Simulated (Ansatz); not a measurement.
# Worked example: correlation energy of Cr, septet

A free Cr atom.

Basis def2-TZVPD; Ansatz 0.2.0. Only valence electrons are correlated (noble-gas cores frozen), which leaves 6 electrons in 39 orbitals. R marks a restricted (for open shells ROHF) determinant, U an unrestricted one. No spin–orbit coupling is included, and no scalar relativity. The metal's outer-core shells are frozen, which leaves out core–valence correlation.

Full CI isn't at hand for all of this; UCCSDT(Q) serves as the reference, and is uncertain by about the last step of the cluster series.

Runs differ by some tens of microhartree through their thresholds and, for an open shell, their frozen cores, so steps under 0.03 kcal/mol mean nothing.

```tsv
level	total energy (hartree)
UHF	-1043.334538
UMP2	-1043.409940
UCCSD	-1043.416141
UCCSD(T)	-1043.417798
UCCSDT	-1043.418035
UCCSDT(Q)	-1043.418108
```

Q: What is the correlation energy at UCCSDT(Q), and what share of it do UMP2 and UCCSD recover?

A: E(corr) = -1043.418108 − (-1043.334538) = -0.083570 hartree = -2.274 eV. UMP2: -0.075402 / -0.083570 = 90.23 %. UCCSD: -0.081603 / -0.083570 = 97.65 %.

Q: By how many kcal/mol does UCCSD(T) miss UCCSDT(Q) (1 hartree = 627.509 kcal/mol), and which steps make up the rest?

A: -1043.417798 − (-1043.418108) = 0.000310 hartree = 0.19 kcal/mol. Steps: UCCSDT − UCCSD(T) = -0.15, UCCSDT(Q) − UCCSDT = -0.05 kcal/mol. That is within 1 kcal/mol of the reference in this basis, which itself misses far more of the correlation at the basis-set limit.
